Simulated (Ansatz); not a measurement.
Ansatz (a program for electronic structure) input (B3LYP-D3(BJ)/def2-TZVP):

Ansatz 0.2 input:
```yaml
crystal:
  periodic: [false, false, false]
  atoms:
    - {symbol: C, position_ang: [-0.02789014, -0.25515709, 0.21215177]}
    - {symbol: C, position_ang: [-0.06872397, -0.91984108, -1.00169128]}
    - {symbol: C, position_ang: [-0.04964554, 0.58946915, -1.01333441]}
    - {symbol: C, position_ang: [-0.11144725, -0.14934755, 1.54643240]}
    - {symbol: H, position_ang: [0.71301472, -1.54181756, -1.43728052]}
    - {symbol: H, position_ang: [0.84942622, 1.20352220, -1.22579055]}
    - {symbol: H, position_ang: [-0.95700396, 1.12889634, -1.32153207]}
    - {symbol: H, position_ang: [-0.02948258, -1.01444896, 2.19860509]}
    - {symbol: H, position_ang: [-0.27285198, 0.80179335, 2.04823971]}
basis:
  gaussian:
    orbitals: def2-TZVP
hamiltonian:
  xc: b3lyp
  dispersion: d3bj
total_charge: -1
relax: {f_tol: 0.002, max_steps: 150}
```

End of the output:

```
mean field evaluation 96: about -4228.3002 eV, gradient 4.2e-2 eV
mean field -4228.30022571 eV, -155.3871672501 hartree, gradient 1.1e-5 eV, S^2 0.000000; 1 other end points of the search recorded, 0 dependent functions left out
the calculation of the forces begins
reference -4228.30047041 eV, -155.3871762424 hartree; 15, 15 occupied and 139, 139 virtual orbitals, 940 factors
Total energy: -4228.55864457 eV, -155.3966639680 hartree
Atom 0 at    -0.120679    -0.258770     0.191808 Å, force     0.000729     0.000798    -0.001186 eV/Å
Atom 1 at    -0.067019    -0.915861    -1.014801 Å, force     0.000374     0.000225     0.001652 eV/Å
Atom 2 at    -0.069035     0.605270    -1.023776 Å, force    -0.000448    -0.000295    -0.000643 eV/Å
Atom 3 at    -0.092559    -0.152040     1.545380 Å, force    -0.000958     0.000096     0.000529 eV/Å
Atom 4 at     0.719031    -1.565452    -1.388027 Å, force    -0.000291    -0.000589    -0.000632 eV/Å
Atom 5 at     0.845782     1.210617    -1.129809 Å, force     0.000343     0.000130     0.000070 eV/Å
Atom 6 at    -0.951374     1.139466    -1.396525 Å, force     0.000048     0.000082     0.000526 eV/Å
Atom 7 at     0.020565    -1.024392     2.184745 Å, force     0.000482    -0.000246    -0.000131 eV/Å
Atom 8 at    -0.239317     0.804231     2.036806 Å, force    -0.000278    -0.000200    -0.000184 eV/Å
Dipole moment:     0.187295     0.248700     0.024931 e Å
```

It need not be the lowest isomer of its formula. Whether it binds its extra electron was not tested at this geometry.
